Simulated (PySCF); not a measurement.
These are PBE-D3(BJ)/def2-TZVP // B3LYP-D3(BJ)/def2-TZVP (PySCF) values and carry that method's errors. Isolated molecules, 0 K electronic values unless said otherwise. Excitations are Tamm–Dancoff values on a coarser integration grid. The basis has no diffuse functions, so Rydberg states are missing or too high.

Reference species (SMILES): `CC` (neutral, multiplicity 1).

* **HOMO–LUMO gap**: 8.79 eV
* **brightest of the four lowest singlets (TDA)**: 9.97 eV

Changed species: `[SiH3][GeH3]`.

**Question.** Predict the effect on the HOMO–LUMO gap and brightest of the four lowest singlets (TDA).

**Answer.** the HOMO–LUMO gap drops by 2.09 eV, to 6.70 eV; the brightest of the four lowest singlets (TDA) falls by 2.72 eV, to 7.25 eV.
